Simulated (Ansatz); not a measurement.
# Phosphine (PH3): up Jacob's ladder to CCSD(T)

One table from this session's results is given with a row withheld; the runs are named, their logs left out.

Computed with Ansatz 0.2.0, Gaussian basis. Level: functionals in def2-TZVPP, the program's frozen cores in correlated methods.

Levels to be run: LDA (SPW92), PBE-D4, revPBE-D4, BLYP-D4, r2SCAN-D4, B97M-V, PBE0-D4, B3LYP-D4, r2SCANh-D4, r2SCAN0-D4, HSE06-D4, BHLYP-D4, CAM-B3LYP-D4, LC-ωPBE, ωB97X-V, ωB97M-V, B2PLYP, PBE-QIDH; CCSD(T)/def2-SVP; CCSD(T)/def2-TZVPP; CCSD(T)/def2-QZVPP; extrapolation to the limit; RPA on PBE.

## The relaxed structure

All runs share one geometry, relaxed beforehand with PBE0-D4 in a triple-zeta def2 set.

4 atoms, charge 0, spin multiplicity 1.

Atoms are counted from 1 here; the program's logs count them from 0.

Bond lengths: P1–H2 1.420 Å, P1–H3 1.420 Å, P1–H4 1.420 Å. Angles: H2–P1–H3 93.1°, H2–P1–H4 93.1°, H3–P1–H4 93.1°.

The first run:

in.yaml reads:

```yaml
crystal:
  periodic: [false, false, false]
  atoms:
    - {symbol: P, position_ang: [0.345982, -0.326530, -0.332826]}
    - {symbol: H, position_ang: [0.630897, -0.034008, 1.026964]}
    - {symbol: H, position_ang: [-1.005545, -0.663003, -0.057227]}
    - {symbol: H, position_ang: [0.028666, 1.023531, -0.636900]}
basis:
  gaussian: {orbitals: def2-TZVPP}
hamiltonian: {xc: lda}
output: {orbitals: {seedname: orbitals}}
```

The run is started by

```console
$ ansatz run in.yaml --threads 2 --pin off --events-out ev --progress --plain --max-ram 32768MiB --backend cpu
```

Among the steps run: LDA; PBE-D4 (GGA); revPBE-D4 (GGA); BLYP-D4 (GGA); r2SCAN-D4 (meta-GGA); B97M-V (meta-GGA); B3LYP-D4 (hybrid); r2SCANh-D4 (hybrid); r2SCAN0-D4 (hybrid); HSE06-D4 (hybrid); BHLYP-D4 (hybrid); CAM-B3LYP-D4 (range-separated); LC-ωPBE (range-separated); ωB97X-V (range-separated); ωB97M-V (range-separated); B2PLYP (double hybrid); PBE-QIDH (double hybrid).

One of the session's tables, all rows but one given; the rest of the session is left out.

It belongs to the step «Orbital energies across the functionals». 

```
  functional  HOMO (eV)  LUMO (eV)  gap (eV)
 LDA (SPW92)      -6.74      -0.25      6.49
      PBE-D4      -6.68      -0.14      6.54
   revPBE-D4      -6.66      -0.10      6.56
     BLYP-D4      -6.56      -0.06      6.49
   r2SCAN-D4      -6.94       0.20      7.13
      B97M-V      -7.05       0.02      7.06
     PBE0-D4      -7.86       0.78      8.65
    B3LYP-D4      -7.66       0.52      8.18
  r2SCANh-D4      -7.37       0.52      7.89
  r2SCAN0-D4      -8.03       1.00      9.02
    HSE06-D4      -7.46       0.40      7.86
    BHLYP-D4          ?          ?         ?
CAM-B3LYP-D4      -9.21       1.85     11.06
     LC-ωPBE     -10.60       3.06     13.66
     ωB97X-V     -10.23       2.93     13.16
     ωB97M-V     -10.08       2.70     12.78
```

**Question.** Estimate the row for BHLYP-D4.

Worked estimate for «HOMO (eV)». Against the share of exact exchange, BLYP-D4 (0, -6.56), B3LYP-D4 (0.2, -7.66) give a slope of -5.50 per unit share; at 0.5 the line stands at -9.31.

The run gave: HOMO (eV): -8.93; LUMO (eV): 1.71; gap (eV): 10.64. In «HOMO (eV)» the line misses by -0.38.
